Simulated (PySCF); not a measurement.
Potential energy of Cl₂⁺ along the bond

Set-up: PySCF, no relativity, basis sets Cl aug-pcseg-1. Energies in eV from Cl⁺ + Cl in their ground configurations at the same level. All curves are PBE0. state 1: ²Πg (doublet), unpaired electrons π ↑; state 2: ⁴Σu⁻ (quartet), unpaired electrons σ ↑, π ↑↑, a second solution, started from another occupation.

| R (Å) | state 1 | state 2 |
| --- | --- | --- |
| 1.654 | -2.244 | 3.096 |
| 1.731 | -3.135 | 1.477 |
| 1.808 | -3.611 | 0.307 |
| 1.865 | -3.773 | -0.343 |
| 1.923 | -3.814 | -0.838 |
| 1.981 | -3.764 | -1.209 |
| 2.058 | -3.597 | -1.547 |
| 2.154 | -3.283 | -1.782 |
| 2.269 | -2.826 | -1.871 |
| 2.423 | -2.176 | -1.790 |

Put a parabola through the three lowest points of the state 1 curve and estimate Re, k and ωe (reduced mass 17.48 u; 1 eV/Å² = 0.16022 mdyn/Å; ωe = 1302.8·√(k/μ) cm⁻¹).

Through R = 1.865, 1.923, 1.981 Å the second-order coefficient is 13.5 eV/Å², so Re ≈ 1.920 Å, k ≈ 4.33 mdyn/Å and ωe ≈ 649 cm⁻¹. A polynomial fit of higher order to the unrounded PBE0 energies gives Re = 1.917 Å, k = 4.47 mdyn/Å, ωe = 659 cm⁻¹; anharmonicity and rounding make the difference.

The higher-order fit for each curve: state 1: Re = 1.917 Å, ωe = 659 cm⁻¹, De = 3.81 eV; state 2: Re = 2.279 Å, ωe = 386 cm⁻¹, minimum 1.87 eV below the ground-state fragments.

The state is the lowest determinant that a PBE0 search found; another state may lie lower at other levels.
